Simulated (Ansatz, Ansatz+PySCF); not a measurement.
```xyz
8

C    -0.0098   -0.9276   -0.0668
O    -0.0064   -0.9186    1.1246
O     0.0060    0.1440   -0.8417
C     0.0074    1.4046   -0.1882
H    -0.0080   -1.8392   -0.7020
H    -0.0038    2.1631   -0.9588
H    -0.8835    1.5002    0.4519
H     0.8846    1.4989    0.4523
```

RHF-MP2 on singlet C2H4O2 was run in several spherical basis sets with Ansatz (development build ahead of 0.2.0). Frozen core: 4 orbitals.

Task: Rank the basis sets by the total energy that they give, lowest first, with the distance from the lowest.
A. def2-SVP
B. def2-TZVP
C. 6-31G(d)
D. STO-3G
E. cc-pVDZ

Result: B (0.00 eV), E (6.19 eV), C (7.73 eV), A (11.45 eV), D (99.97 eV).

Totals follow the description of the cores as much as that of the bonds, so this order isn't one of quality for chemistry.
